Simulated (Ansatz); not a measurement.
# How far each method lies from RCCSDT(Q) for CO, singlet

Geometry: a PBE0/def2-TZVP stationary point for this spin.

```xyz
2

O     0.0000    0.0000    0.0000
C     0.0000    0.0000    1.1234
```

Basis cc-pVTZ; Ansatz 0.2.0. Only valence electrons are correlated (noble-gas cores frozen), which leaves 10 electrons in 58 orbitals. Prefix R: restricted or restricted open-shell reference. Active spaces: valence = (10e, 8o) chosen from the atoms' valence shells.

Full CI isn't at hand for all of this; RCCSDT(Q) serves as the reference, and is uncertain by about the last step of the cluster series.

The UHF ⟨S²⟩ is 0.000, the T1 diagnostic (RCCSD) is 0.0181 and the largest doubles amplitude (RCCSD) is 0.066.

```json
{"level": "RHF", "E − E(RCCSDT(Q)) (mEh)": "375.60", "share of correlation (%)": "0.00", "wall time": "–"}
{"level": "RMP2", "E − E(RCCSDT(Q)) (mEh)": "21.32", "share of correlation (%)": "94.32", "wall time": "–"}
{"level": "CISD", "E − E(RCCSDT(Q)) (mEh)": "41.34", "share of correlation (%)": "88.99", "wall time": "1.5 s"}
{"level": "RCCSD", "E − E(RCCSDT(Q)) (mEh)": "17.99", "share of correlation (%)": "95.21", "wall time": "–"}
{"level": "RCCSD(T)", "E − E(RCCSDT(Q)) (mEh)": "1.23", "share of correlation (%)": "99.67", "wall time": "0.57 s"}
{"level": "BCCD(T)", "E − E(RCCSDT(Q)) (mEh)": "1.10", "share of correlation (%)": "99.71", "wall time": "0.78 s"}
{"level": "RCCSDT", "E − E(RCCSDT(Q)) (mEh)": "1.09", "share of correlation (%)": "99.71", "wall time": "–"}
{"level": "CASSCF (valence space)", "E − E(RCCSDT(Q)) (mEh)": "245.23", "share of correlation (%)": "34.71", "wall time": "–"}
{"level": "NEVPT2 (valence space)", "E − E(RCCSDT(Q)) (mEh)": "44.23", "share of correlation (%)": "88.22", "wall time": "1.9 s"}
{"level": "MRCISD (valence space)", "E − E(RCCSDT(Q)) (mEh)": "15.54", "share of correlation (%)": "95.86", "wall time": "–"}
{"level": "MRCISD+Q (valence space)", "E − E(RCCSDT(Q)) (mEh)": "2.85", "share of correlation (%)": "99.24", "wall time": "3.4 s"}
```

The correlation energy at RCCSDT(Q), counted from RHF, is -10.221 eV. That run took 19 s on 1 thread of Intel Xeon Platinum 8375C, shared host.

Times hold each run's SCF and search for its determinant on a shared host, so for small cases they say little of a method's own cost; they ran on 1 thread of Intel Xeon Platinum 8375C.

Natural occupations of CASSCF (valence space) about the gap: 1.998 1.991 1.982 1.956 1.956 0.049 0.049 0.019; effectively unpaired electrons, Σ n²(2−n)², 0.04.

Atomization energy (electronic, same basis, no zero-point term; atoms at the same level, unrestricted beside the R rows where the molecule is a closed shell, with restricted open-shell steps beyond CCSDT(Q)) at RCCSDT(Q): 1052.6 kJ/mol. Errors of other levels:

| level | error (kJ/mol) |
| --- | --- |
| RHF | -323.9 |
| RMP2 | 54.8 |
| CISD | -85.7 |
| RCCSD | -32.0 |
| RCCSD(T) | -1.0 |
| BCCD(T) | -0.2 |
| RCCSDT | -2.6 |
| CASSCF (valence space) | -2.9 |
| NEVPT2 (valence space) | 3.2 |
| MRCISD (valence space) | -18.2 |
| MRCISD+Q (valence space) | -7.6 |

This basis is far from its limit, so the value isn't to be set against a measured one. Truncated CI isn't size-consistent, which counts against it in atomization.
